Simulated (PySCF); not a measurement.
# H3NO (hydroxylamine): levels of theory compared

We compute a comparison of 3 runs (B2PLYP/STO-3G, SVWN5/STO-3G, NEVPT2(2,2)/STO-3G) of H3NO (hydroxylamine). Input form: a Python script.

The calculation is run with PySCF 2.14.0.

9 further runs of the same task are left out: 9 set aside as unsound or not needed.

### 1 The structure to begin with

The species is H3NO (5 atoms), meant as a singlet with charge 0. SMILES: `NO`. Geometry: relaxed at GFN2-xTB. This is one conformer, not always the lowest.

Bond lengths: N1–O2 1.432 Å, N1–H3 1.020 Å, N1–H4 1.020 Å, O2–H5 0.966 Å. Angles: N1–O2–H5 105.0°, O2–N1–H3 105.6°, O2–N1–H4 105.6°, H3–N1–H4 107.4°.

### 2 A single-point energy at B2PLYP/STO-3G (run 1)

job.py reads:

```python
from pyscf import gto, dft, mp

molecule = gto.Mole()
molecule.atom = '''
N     -0.338091    -0.692471    -0.591333
O      0.702468     1.274148     0.948189
H     -0.305701    -2.279274     0.501269
H     -2.185827    -0.216015    -0.859107
H      2.127151     1.913593     0.001002
'''
molecule.verbose = 3
molecule.unit = 'bohr'
molecule.max_memory = 1860
molecule.basis = 'sto-3g'
molecule.spin = 0
molecule.build()

mf = dft.RKS(molecule, xc='0.53*HF + 0.47*B88, 0.73*LYP')
mf.conv_tol = 1e-10
mf.grids.level = 5
mf.kernel()
if not mf.converged:
    mf = mf.newton().run(mf.mo_coeff, mf.mo_occ)

pt = mp.MP2(mf, frozen=2).run()
e_tot = mf.e_tot + 0.27 * pt.e_corr
print('PT2 part  %.8f' % (0.27 * pt.e_corr))
print('Final energy', e_tot)
```

The run is started by

```
$ OMP_NUM_THREADS=1 python job.py
```

The program printed:

```text
converged SCF energy = -129.696344697714
E(RMP2) = -129.800590441103  E_corr = -0.104245743388894
E(SCS-RMP2) = -129.813860138149  E_corr = -0.117515440435373
PT2 part  -0.02814635
Final energy -129.72449104842903
```

It took 2.1 s on 1 thread of Arm Neoverse V1, shared host; peak memory 0.17 GiB.

### 3 A single-point energy at SVWN5/STO-3G (run 2)

run.py reads:

```python
# hydroxylamine
from pyscf import gto, dft

system = gto.Mole()
system.atom = '''
N     -0.338091    -0.692471    -0.591333
O      0.702468     1.274148     0.948189
H     -0.305701    -2.279274     0.501269
H     -2.185827    -0.216015    -0.859107
H      2.127151     1.913593     0.001002
'''
system.charge = 0
system.verbose = 4
system.basis = 'sto-3g'
system.unit = 'bohr'
system.max_memory = 1860
system.spin = 0
system.build()

myscf = dft.RKS(system, xc='svwn')
myscf.conv_tol = 1e-10
myscf.grids.level = 5
myscf.kernel()
if not myscf.converged:
    myscf = myscf.newton().run(myscf.mo_coeff, myscf.mo_occ)

energy = myscf.e_tot
print('Final energy', energy)
```

The run is started by

```
$ OMP_NUM_THREADS=1 python run.py
```

The program printed:

```text
PySCF version 2.14.0

[INPUT] num. atoms = 5
[INPUT] num. electrons = 18
[INPUT] charge = 0
[INPUT] spin (= nelec alpha-beta = 2S) = 0
[INPUT] symmetry False subgroup None
[INPUT] Mole.unit = bohr
[INPUT] Symbol           X                Y                Z      unit          X                Y                Z       unit  Magmom
[INPUT]  1 N     -0.178910052417  -0.366439872423  -0.312919947665 AA   -0.338091000000  -0.692471000000  -0.591333000000 Bohr   0.0
[INPUT]  2 O      0.371730057001   0.674250084939   0.501760010445 AA    0.702468000000   1.274148000000   0.948189000000 Bohr   0.0
[INPUT]  3 H     -0.161770002555  -1.206139858242   0.265260131341 AA   -0.305701000000  -2.279274000000   0.501269000000 Bohr   0.0
[INPUT]  4 H     -1.156689835414  -0.114310215217  -0.454619846142 AA   -2.185827000000  -0.216015000000  -0.859107000000 Bohr   0.0
[INPUT]  5 H      1.125639833386   1.012629806576   0.000530235565 AA    2.127151000000   1.913593000000   0.001002000000 Bohr   0.0

nuclear repulsion = 39.3019474697896
number of shells = 9
number of NR pGTOs = 39
number of NR cGTOs = 13
basis = sto-3g
ecp = {}

******** <class 'pyscf.dft.rks.RKS'> ********
method = RKS
initial guess = minao
damping factor = 0
level_shift factor = 0
DIIS = <class 'pyscf.scf.diis.CDIIS'>
diis_start_cycle = 1
diis_space = 8
diis_damp = 0
SCF conv_tol = 1e-10
SCF conv_tol_grad = None
SCF max_cycles = 50
direct_scf = True
direct_scf_tol = 1e-13
XC library pyscf.dft.libxc version 7.0.0
    S. Lehtola, C. Steigemann, M. J.T. Oliveira, and M. A.L. Marques.,  SoftwareX 7, 1–5 (2018)
XC functionals = svwn
    P. A. M. Dirac.,  Math. Proc. Cambridge Philos. Soc. 26, 376 (1930)
    F. Bloch.,  Z. Phys. 57, 545 (1929)
    S. H. Vosko, L. Wilk, and M. Nusair.,  Can. J. Phys. 58, 1200 (1980)
radial grids:
    Treutler-Ahlrichs [JCP 102, 346 (1995); DOI:10.1063/1.469408] (M4) radial grids

becke partition: Becke, JCP 88, 2547 (1988); DOI:10.1063/1.454033
pruning grids: <function nwchem_prune>
grids dens level: 5
symmetrized grids: False
atomic radii adjust function: <function treutler_atomic_radii_adjust>
small_rho_cutoff = 0
Set gradient conv threshold to 1e-05
Initial guess from minao.
tot grids = 155712
init E= -129.061653213072
  HOMO = -0.24440457766591  LUMO = 0.0995950561994814  gap/eV = 9.36071
cycle= 1 E= -128.829324041242  delta_E= 0.232  |g|= 0.367  |ddm|= 2.64
  HOMO = 0.0528785290995957  LUMO = 0.318897521809579  gap/eV = 7.23875
cycle= 2 E= -128.824688621167  delta_E= 0.00464  |g|= 0.404  |ddm|= 1.24
  HOMO = -0.0474314244078158  LUMO = 0.235988043410941  gap/eV = 7.71224
cycle= 3 E= -128.879826192591  delta_E= -0.0551  |g|= 0.08  |ddm|= 0.668
  HOMO = -0.062760680367074  LUMO = 0.227609121057522  gap/eV = 7.90136
cycle= 4 E= -128.881702118367  delta_E= -0.00188  |g|= 0.0101  |ddm|= 0.109
  HOMO = -0.0616184821964404  LUMO = 0.229417099167019  gap/eV = 7.91948
cycle= 5 E= -128.881736727775  delta_E= -3.46e-05  |g|= 0.000929  |ddm|= 0.0189
  HOMO = -0.0617054410744503  LUMO = 0.229212523049414  gap/eV = 7.91628
cycle= 6 E= -128.881737142554  delta_E= -4.15e-07  |g|= 8.4e-05  |ddm|= 0.00235
  HOMO = -0.0617019733086024  LUMO = 0.229195496551875  gap/eV = 7.91572
cycle= 7 E= -128.881737146637  delta_E= -4.08e-09  |g|= 9.53e-06  |ddm|= 0.000236
  HOMO = -0.061702621656241  LUMO = 0.229195885808842  gap/eV = 7.91575
cycle= 8 E= -128.881737146692  delta_E= -5.49e-11  |g|= 8.79e-07  |ddm|= 2.73e-05
  HOMO = -0.0617028067340119  LUMO = 0.229195496894136  gap/eV = 7.91575
Extra cycle  E= -128.881737146692  delta_E= -1.71e-13  |g|= 1.14e-06  |ddm|= 4.25e-06
converged SCF energy = -128.881737146692
Final energy -128.88173714669225
```

It took 1.6 s on 1 thread of Arm Neoverse V1, shared host; peak memory 0.13 GiB.

### 4 The energy at NEVPT2(2,2)/STO-3G (run 3)

geometry.xyz reads:

```xyz
5

N     -0.178910    -0.366440    -0.312920
O      0.371730     0.674250     0.501760
H     -0.161770    -1.206140     0.265260
H     -1.156690    -0.114310    -0.454620
H      1.125640     1.012630     0.000530
```

job.py reads:

```python
import numpy
from pyscf import gto, scf, mp, mcscf, mrpt

mol = gto.M(
    atom='geometry.xyz',
    spin=0,
    verbose=4,
    max_memory=1860,
    basis='sto-3g',
)

hf = scf.RHF(mol)
hf.conv_tol = 1e-10
hf.kernel()
if not hf.converged:
    hf = hf.newton().run(hf.mo_coeff, hf.mo_occ)

pt = mp.MP2(scf.addons.convert_to_uhf(hf)).run()
noons, natorbs = mcscf.addons.make_natural_orbitals(pt)
print('natural occupations', numpy.round(noons[:40], 4))
cas = mcscf.CASSCF(hf, 2, 2)
cas.fix_spin_(ss=0.0)
cas.natorb = True
cas.kernel(natorbs)
e_pt2 = mrpt.NEVPT(cas).kernel()
e_final = cas.e_tot + e_pt2
print(f'total energy: {e_final:.8f} hartree')
```

The run is started by

```
$ OMP_NUM_THREADS=1 python job.py
```

The program printed:

```text
PySCF version 2.14.0

[INPUT] num. atoms = 5
[INPUT] num. electrons = 18
[INPUT] charge = 0
[INPUT] spin (= nelec alpha-beta = 2S) = 0
[INPUT] symmetry False subgroup None
[INPUT] Mole.unit = angstrom
[INPUT] Symbol           X                Y                Z      unit          X                Y                Z       unit  Magmom
[INPUT]  1 N     -0.178910000000  -0.366440000000  -0.312920000000 AA   -0.338090900946  -0.692471241086  -0.591333098899 Bohr   0.0
[INPUT]  2 O      0.371730000000   0.674250000000   0.501760000000 AA    0.702467892285   1.274147839488   0.948188980262 Bohr   0.0
[INPUT]  3 H     -0.161770000000  -1.206140000000   0.265260000000 AA   -0.305700995171  -2.279274267883   0.501268751802 Bohr   0.0
[INPUT]  4 H     -1.156690000000  -0.114310000000  -0.454620000000 AA   -2.185827311023  -0.216014593299  -0.859107290750 Bohr   0.0
[INPUT]  5 H      1.125640000000   1.012630000000   0.000530000000 AA    2.127151314855   1.913593365518   0.001001554846 Bohr   0.0

[... 44 lines left out ...]
converged SCF energy = -129.25979664587
[... 32 lines left out ...]
sorting_mo_energy = False
[... 22 lines left out ...]
1-step CASSCF converged in   4 macro ( 31 JK   9 micro) steps
[... 2 lines left out ...]
Natural orbital (expansion on meta-Lowdin AOs) in CAS space
[... 10 lines left out ...]
CASSCF energy = -129.289243043576
[... 2 lines left out ...]
******** <class 'pyscf.mrpt.nevpt2.NEVPT'> ********
NEVPT2 (1e+1e, 2o), ncore = 8, nvir = 3
root = 0
Natural occ [1.95776158 0.04223842]
Natural orbital (expansion on meta-Lowdin AOs) in CAS space
               #1        #2
0 N 1s          -0.00090   0.00348
0 N 2s          -0.14298  -0.27993
0 N 2px         -0.19501  -0.25563
[... 9 lines of this table left out ...]
4 H 1s           0.05298  -0.03605
<CAS-nat-orb|mo-hf>  9      6        0.50780120
<CAS-nat-orb|mo-hf>  9      7        0.65462428
<CAS-nat-orb|mo-hf>  9      9       -0.47025812
<CAS-nat-orb|mo-hf>  10     10       0.91660603
Sr    (-1)',   E = -0.00000000000447
Si    (+1)',   E = -0.00000000007048
Sijrs (0)  ,   E = -0.04164477204734
Sijr  (+1) ,   E = -0.00280708668099
Srsi  (-1) ,   E = -0.00089611294087
Srs   (-2) ,   E = -0.00018239084579
Sij   (+2) ,   E = -0.00201937680299
Sir   (0)' ,   E = -0.01258798842625
Nevpt2 Energy = -0.060137727819184
total energy: -129.34938077 hartree
```

It took 1 s on 1 thread of Arm Neoverse V1, shared host; peak memory 0.12 GiB.

### 5 Overview of the runs

| run | level | frozen core orbitals | integration grid | energy (Eh) | dipole moment (D) of the reference | HOMO energy (eV) | LUMO energy (eV) | wall time |
| --- | --- | --- | --- | --- | --- | --- | --- | --- |
| 1 | B2PLYP/STO-3G | 2 | 5 | -129.724491 | 0.38 | -5.91 | 10.45 | 2.1 s |
| 2 | SVWN5/STO-3G | – | 5 | -128.881737 | 0.38 | -1.68 | 6.24 | 1.6 s |
| 3 | NEVPT2(2,2)/STO-3G | – | – | -129.349381 | 0.38 | -9.02 | 14.68 | 1 s |

### 6 What came out

| quantity | value |
| --- | --- |
| run 3: total energy | -129.34938 Eh |
| run 3: dipole moment (Hartree–Fock density) | 0.38 D |
| run 3: HOMO energy (Hartree–Fock orbitals) | -9.02 eV |
| run 3: LUMO energy (Hartree–Fock orbitals) | 14.68 eV |
| run 3: HOMO–LUMO gap (Hartree–Fock orbitals) | 23.69 eV |

In words: Totals of different functionals can't be ranked against each other. In runs 1, 2, 3 the basis is minimal, so the values are rough. All runs together took 4.7 s, the longest 2.1 s.
